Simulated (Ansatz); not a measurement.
Ansatz (a program for electronic structure) input (CCSD(T)/cc-pCVDZ): A basis named .json is the Basis Set Exchange file of that set (core-valence sets with the plain set on hydrogen).

Ansatz 0.2 input:
```yaml
crystal:
  periodic: [false, false, false]
  atoms:
    - {symbol: F, position_ang: [0.03923562, 1.10057360, -0.27954166]}
    - {symbol: O, position_ang: [-0.01962367, 0.00815420, 0.59730772]}
    - {symbol: F, position_ang: [-0.02179237, -1.10782178, -0.25139853]}
basis:
  gaussian:
    orbitals: cc-pCVDZ.json
magnetization: {spin_polarized: false}
correlation: {method: ccsd_t, electrons: outside_noble_gas}
```

Output:

```
Functional definition: HF
integrals: 0.02 GiB planned
498 factors; integrals over basis functions are off by at most 6.7e-4 eV
mean field: 0.10 GiB planned
mean field evaluation 1: about -7439.1193 eV, gradient 3.6e1 eV
mean field evaluation 2: about -7439.1252 eV, gradient 3.6e1 eV
mean field evaluation 4: about -7441.3018 eV, gradient 3.7e0 eV
mean field evaluation 8: about -7441.3489 eV, gradient 4.9e-1 eV
mean field evaluation 16: about -7441.2956 eV, gradient 3.7e0 eV
mean field -7441.35019077 eV, -273.4645755825 hartree, gradient 1.5e-6 eV, S^2 0.000000; 0 other end points of the search recorded, 0 dependent functions left out; unrestricted orbitals would lower it
3 core orbitals not correlated
reference -7441.35019077 eV, -273.4645755825 hartree; 10, 10 occupied and 41, 41 virtual orbitals, 498 factors
second order -16.10318332 eV of doubles, -0.00000000 eV of singles
coupled cluster: 0.12 GiB planned
cycle   1  -15.75604532 eV  change    3.5e-1 eV  update   9.2e-2
cycle   2  -16.21269081 eV  change   -4.6e-1 eV  update   3.3e-2
cycle   3  -16.36112687 eV  change   -1.5e-1 eV  update   1.8e-2
cycle   4  -16.35104186 eV  change    1.0e-2 eV  update   5.1e-3
cycle   5  -16.35298785 eV  change   -1.9e-3 eV  update   3.2e-3
cycle   6  -16.35447864 eV  change   -1.5e-3 eV  update   1.1e-3
cycle   7  -16.35340409 eV  change    1.1e-3 eV  update   5.0e-4
cycle   8  -16.35316973 eV  change    2.3e-4 eV  update   1.2e-4
cycle   9  -16.35324163 eV  change   -7.2e-5 eV  update   5.5e-5
cycle  10  -16.35322055 eV  change    2.1e-5 eV  update   1.9e-5
coupled cluster: 0.12 GiB planned
perturbative correction -0.44390009 eV, -0.0163130273 hartree
Total energy: -7458.14731141 eV, -274.0818583803 hartree
```
